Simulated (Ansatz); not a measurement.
# Mg2H2O (SMILES [OH][Mg][MgH]): one structure at several levels

An exercise on one series of results from a longer session: the logs are not shown, and one member is left open.

Method: single points in def2-TZVPP; program: Ansatz 0.2.0, Gaussian basis.

Cores are frozen in the correlated methods. The outer core shell of Li, Na, Mg and K is correlated. B3LYP uses VWN-RPA correlation.

## The system as given

SMILES `[OH][Mg][MgH]`, 5 atoms, charge 0, spin multiplicity 1.

Atoms are counted from 1 here; the program's logs count them from 0.

Bond lengths: O1–Mg2 1.721 Å, O1–H4 0.967 Å, Mg2–Mg3 2.505 Å, Mg3–H5 1.721 Å. Angles: Mg2–O1–H4 171.4°, O1–Mg2–Mg3 134.3°, Mg2–Mg3–H5 173.3°.

Geometry (Å):

| atom | x (Å) | y (Å) | z (Å) |
| --- | --- | --- | --- |
| O1 | -1.94440 | -0.27430 | -0.50980 |
| Mg2 | -0.44220 | -0.77940 | 0.16210 |
| Mg3 | 1.80620 | 0.29310 | 0.42130 |
| H4 | -2.84860 | -0.08610 | -0.79620 |
| H5 | 3.41590 | 0.85010 | 0.66480 |

Set-up of the first run:

Contents of run/in.yaml:

```yaml
crystal:
  periodic: [false, false, false]
  atoms:
    - {symbol: O, position_ang: [-1.944400, -0.274300, -0.509800]}
    - {symbol: Mg, position_ang: [-0.442200, -0.779400, 0.162100]}
    - {symbol: Mg, position_ang: [1.806200, 0.293100, 0.421300]}
    - {symbol: H, position_ang: [-2.848600, -0.086100, -0.796200]}
    - {symbol: H, position_ang: [3.415900, 0.850100, 0.664800]}
basis:
  gaussian: {orbitals: def2-TZVPP}
correlation: {method: ccsd_t}
output: {forces: true}
```

No record of the launch command was kept for these runs.

Among the steps run: CCSD(T)/def2-TZVPP; PBE0-D4/def2-TZVPP; wB97M-V/def2-TZVPP; r2SCAN-D4/def2-TZVPP; PBE-D4/def2-TZVPP; B3LYP-D4/def2-TZVPP; LC-wPBE/def2-TZVPP.

One of the session's tables, all rows but one given; the rest of the session is left out.

| method | RMS force component (eV/Å) | angle to CCSD(T) forces (°) | dipole (D) |
| --- | --- | --- | --- |
| CCSD(T) | 0.837 | reference | 2.03 |
| PBE0-D4 | 0.854 | 2.6 | 1.93 |
| wB97M-V | 0.827 | 5.4 | 2.02 |
| r2SCAN-D4 | ? | ? | ? |
| PBE-D4 | 0.747 | 11.9 | 1.75 |
| B3LYP-D4 | 0.823 | 3.1 | 1.89 |
| LC-wPBE | 0.871 | 1.4 | 2.19 |

**Question.** Estimate the row for r2SCAN-D4.

The run gave: RMS force component (eV/Å): 0.835; angle to CCSD(T) forces (°): 3.7; dipole (D): 1.96. In the column «RMS force component (eV/Å)» it lies between wB97M-V (0.827) and CCSD(T) (0.837).
